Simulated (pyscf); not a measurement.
Single points on ωB97X-D3(BJ)/def2-SVP structures (PySCF, gas phase). MP2 and CC: frozen core, UHF for open shells. ΔMP2 is the change of the MP2 total energy from the triple- to the quadruple-zeta basis.

### Question
What is the homolytic dissociation enthalpy (298 K, CCSD(T)/def2-TZVPP + ΔMP2(QZVPP)) of the N–N bond of H₂N–NH–SiH: [singlet], to NH₂• + [HN=SiH]•?

### Answer
N–N to NH₂• + [HN=SiH]•: 2.34 eV. The radicals are drawn with the spin at the cut bond; how far it spreads was not checked. H₂N–NH–SiH: [singlet] lies 2.78 eV over its isomer H₂N–Si:–NH₂ [singlet], and others may lie lower still (electronic energy, ωB97M-D3(BJ)). Other isomers of [HN=SiH]• were not searched in full and may lie lower. The CCSD(T) − MP2 part came from Ansatz, without density fitting, on the same reference. An open-shell T1 diagnostic exceeds 0.045.
